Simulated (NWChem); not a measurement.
System: acetonitrile (C$_{2}$H$_{3}$N); SMILES CC#N

The following NWChem deck was run.

```
start job
memory heap 200 mb stack 900 mb global 1100 mb
geometry units angstroms noautosym nocenter noautoz
  C      0.000000     0.000000    -1.162534
  C      0.000000     0.000000     0.290673
  N      0.000000     0.000000     1.447563
  H      1.019593     0.155513    -1.542979
  H     -0.375118    -0.960750    -1.542979
  H     -0.644475     0.805237    -1.542979
end
basis spherical
  * library def2-tzvp
end
dft
  xc b3lyp
  iterations 150
end
tddft
  cis
  ecut -13.0
  nroots 6
  notriplet
end
task tddft energy
```

Coordinates come from a PBE0/def2-SVP optimisation.

Core excitations by TDA in a window of 1s orbitals, non-relativistic and unshifted: absolute energies depend strongly on the exact-exchange share.

Give the results of this calculation. (B3LYP/def2-TZVP, restricted-window TDA.) Quantities: first 1s excitation (eV); dipole oscillator strength of the first; first state with f > 0.002 (eV); dipole oscillator strength of that state.


```
Property                                  Result
----------------------------------------  ------
first 1s excitation (eV)                   387.6
dipole oscillator strength of the first   0.0437
first state with f > 0.002 (eV)            387.6
dipole oscillator strength of that state  0.0437
```
